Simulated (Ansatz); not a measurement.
Ideal-gas functions of BH3N (`B[NH]`) radical at 600 K and 1 bar, from an Ansatz frequency run at PBE0-D4/def2-TZVP.

Molar mass 27.84 g/mol, point group Cs (symmetry number 1), electronic degeneracy 2, moments of inertia 2.261, 16.818, 19.08 u Å². Harmonic wavenumbers (cm⁻¹, unscaled): 155, 300, 750, 914, 1070, 1403, 2475, 2557, 3787.

Use S(trans) = R[1.5 ln M + 2.5 ln T − 1.1517]; rotational temperatures θ = 24.2544 K / I; S(rot) = R[ln(√π/σ · √(T³/θAθBθC)) + 1.5]; for each mode x = 1.438777 ν̃/T, S = R[x/(eˣ − 1) − ln(1 − e⁻ˣ)] and H = RT x/(eˣ − 1); 1 cm⁻¹ = 0.0119627 kJ/mol; R = 8.31446 J/(mol·K).

**Question.** By hand: the entropy, in J/(mol·K).

**Answer.** Translation 164.9. Rotation: θ = 10.7273, 1.4422, 1.2712 K, giving 84.6. Vibration, mode by mode: 16.59, 11.23, 4.47, 3.28, 2.44, 1.29, 0.15, 0.13, 0.01, in all 39.6. Electronic 5.8. Sum 294.9 J/(mol·K).

**Question.** By hand: H − E and G − E in kJ/mol, counted from the electronic energy.

**Answer.** Zero-point energy ½ × 13411 × 0.0119627 = 80.2; thermal vibration 12.5; translation, rotation and pV give 4 RT = 20.0. H − E = 112.7 kJ/mol, and G − E = 112.7 − 600 × 294.9/1000 = -64.2 kJ/mol.

Vibration gives 13 % of the entropy.
